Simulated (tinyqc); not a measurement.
Orbital energy against energy difference: ionisation energy by orbital energies and by energy differences in the cc-pvdz basis, for H2O, spin multiplicity 1. Computed by the program tinyqc with PySCF. 

Geometry (angstrom):
```
atom       x        y       z
O     0.0000   0.0000  0.0000
H     0.0000   0.7300  0.5020
H     0.0000  -0.7300  0.5020
```

CCSD(T) difference in the same basis = 12.2284 eV

IP-EOM-CCSD = 12.0731 eV

The cation is unrestricted; errors are against CCSD(T) in this basis, not against experiment.

First vertical ionisation energy (eV):
```
method     -e(HOMO)  E(cation) - E  error of -e(HOMO)  error of the difference
HF           13.528       11.02515              1.299                   -1.203
LDA           6.355       12.93877             -5.873                    0.710
PBE           6.243       12.56929             -5.985                    0.341
B3LYP         7.957       12.60514             -4.271                    0.377
PBE0          8.334       12.48882             -3.895                    0.260
CAM-B3LYP     9.860       12.60486             -2.369                    0.377
LC-wPBE      11.345       12.65997             -0.883                    0.432
```

Koopmans errs by +1.30 eV and Delta-HF by -1.20 eV: relaxation, 2.50 eV, lowers the value and the missing correlation difference works against it. The PBE level is off by -6.0 eV through the wrong tail of its potential, though its energy difference is off by +0.34 eV; exact exchange deepens the level, and among the orbital energies LC-wPBE comes closest; among the differences PBE0 does.
